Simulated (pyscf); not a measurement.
Elementary routes open to F–SiH₂–SiH₂• (SMILES F[SiH2][SiH2]) in the gas phase (doublet surface):
A. F–SiH•–SiH₃ (SMILES F[SiH][SiH3]) (H–Si broken; H–Si formed)
B. [F–SiH=SiH]• (SMILES F[SiH]=[SiH]) + H₂ (SMILES [H][H]) (H–Si, H–Si broken; H–H formed)

Structures and frequencies: ωB97X-D3(BJ)/def2-SVP in PySCF.

Q: Rank the routes by free-energy barrier at 298 K, lowest first, for ωB97M-D3(BJ)/def2-TZVP energies (ideal gas, 1 atm, RRHO with modes under 100 cm⁻¹ raised to 100, one conformer, R ln 2 for chiral ones without a mode under 150 cm⁻¹).

A: A (30.6 kcal/mol), B (63.8 kcal/mol)

Route A is the fastest of these, ahead of the next by 33.3 kcal/mol. The most stable products are those of A (ΔG = +1.9 kcal/mol), so kinetics and thermodynamics agree. At 1200 K A is still the fastest. Only these routes are compared; each barrier is that of the saddle found, and lower ones may exist.
